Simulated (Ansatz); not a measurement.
# HSiAl, triplet: the ladder up to full CI

Geometry: a point of a breathe scan, not a stationary point.

```xyz
3

Si    0.0000   -0.0404    1.3088
Al    0.0000   -0.0132   -1.3755
H     0.0000    1.4798    0.3542
```

Basis 6-31G; Ansatz 0.2.0. Only valence electrons are correlated (noble-gas cores frozen), which leaves 8 electrons in 18 orbitals. R marks a restricted (for open shells ROHF) determinant, U an unrestricted one. Active spaces: pair = (4e, 4o) about the gap; valence = (8e, 9o) chosen from the atoms' valence shells.

Full CI is exact within this basis and frozen core; it isn't the basis-set limit. The frozen core follows each run's orbitals, which can shift R against U totals by a few meV.

For open shells CISD and CISDTQ are restricted-active-space CI with the open shells as a complete middle space.

* UHF ⟨S²⟩: 2.050
* T1 diagnostic (RCCSD): 0.0463
* largest doubles amplitude (RCCSD): 0.093
* T1 diagnostic (UCCSD): 0.0417

```csv
level,E − E(full CI) (kJ/mol),share of correlation (%),wall time
RHF,263.0,0.00,–
UHF,248.9,5.37,–
RMP2,84.9,67.71,–
UMP2,86.5,67.11,–
CISD,26.1,90.07,0.54 s
RCCSD,11.5,95.64,–
UCCSD,11.0,95.81,–
RCCSD(T),3.6,98.65,0.66 s
UCCSD(T),3.4,98.69,0.72 s
BCCD(T),3.7,98.61,0.75 s
RCCSDT,0.8,99.71,–
UCCSDT,0.7,99.75,–
CISDTQ,0.8,99.70,5.5 s
RCCSDT(Q),0.2,99.94,2.6 s
UCCSDT(Q),0.0,99.99,2.5 s
RCCSDTQ,0.0,99.99,26 s
UCCSDTQ,0.0,100.00,28 s
CASSCF (pair space),213.6,18.78,–
NEVPT2 (pair space),75.5,71.31,0.54 s
MRCISD (pair space),19.6,92.56,–
MRCISD+Q (pair space),-2.2,100.82,1.2 s
CASSCF (valence space),71.8,72.69,–
NEVPT2 (valence space),20.1,92.34,2.7 s
MRCISD (valence space),2.2,99.16,–
MRCISD+Q (valence space),0.4,99.86,4.2 s
```

The correlation energy at full CI, counted from RHF, is -2.726 eV. That run took 28 s on 1 thread of Intel Xeon Platinum 8488C, shared host over 4,681,152 determinants.

Times hold each run's SCF and search for its determinant on a shared host, so for small cases they say little of a method's own cost; they ran on 1 thread of Intel Xeon Platinum 8488C.

Not variational, and here over 5 meV under the exact energy: MRCISD+Q (pair space).

The full-CI state has the irrep A'' of Cs, in the program's axes.

Natural occupations of full CI about the gap: 1.966 1.924 1.892 0.998 0.980 0.061 0.058 0.049 0.037 0.009; effectively unpaired electrons, Σ n²(2−n)², 2.11.
